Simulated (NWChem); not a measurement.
A series in which one site is exchanged, each optimised at PBE0/def2-SVP with NWChem, gas phase unless a solvent is named. For some, no frequency run checked for a minimum. def2 effective core potentials on Te; no spin-orbit coupling.

A: OO (H$_{2}$O$_{2}$; site = O)
B: [OH][ZnH] (ZnH₂O; site = Zn)
C: [OH][MgH] (MgH₂O; site = Mg)
D: O[TeH] (H₂TeO; site = Te)

Question: Rank them by dipole (D), PBE0/def2-SVP, lowest first.

Answer: C (0.79), B (1.56), D (1.73), A (1.80)
